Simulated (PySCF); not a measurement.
# C2HAl (Ethynylaluminium): the cost of one run

Programs: PySCF 2.14.0, with density-fitted response routines of our own. Each step states its level of theory. These are calculated values for one molecule in the gas phase, unless marked as measured. Atoms count from 0, in the outputs and in this text.

## (1) The starting structure

4 atoms, charge 0, multiplicity 1; geometry from: GFN2-xTB. The atoms were then displaced at random by about 0.01 Å, so the start is not that level's minimum.

Bonds of the start (Å): C0–C1 1.19, C1–Al2 1.96, C0–H3 1.04.

## (2) Geometry optimisation at PBE0-D3(BJ)/def2-SVP

The job: settings as JSON, then the geometry in Å.

```
{"job": {"xc": "PBE0", "basis": "def2-SVP", "d3": "d3bj", "grid": 1, "shake": 0.01, "kind": "geom"}, "charge": 0, "multiplicity": 1}
C     -0.794500    -0.068600    -0.048970
C      0.367510     0.018720    -0.308990
Al     2.279280     0.122640    -0.709340
H     -1.814300    -0.098130     0.162650
```

Command:

```
OMP_NUM_THREADS=1 python probes_run.py task.json out
```

One launch serves the whole session: the jobs run in the order shown.

Q: Estimate the wall time and peak memory of this first job on 1 thread of Arm Neoverse V2, shared host.

About 2.3 s, with a peak of 0.27 GiB.
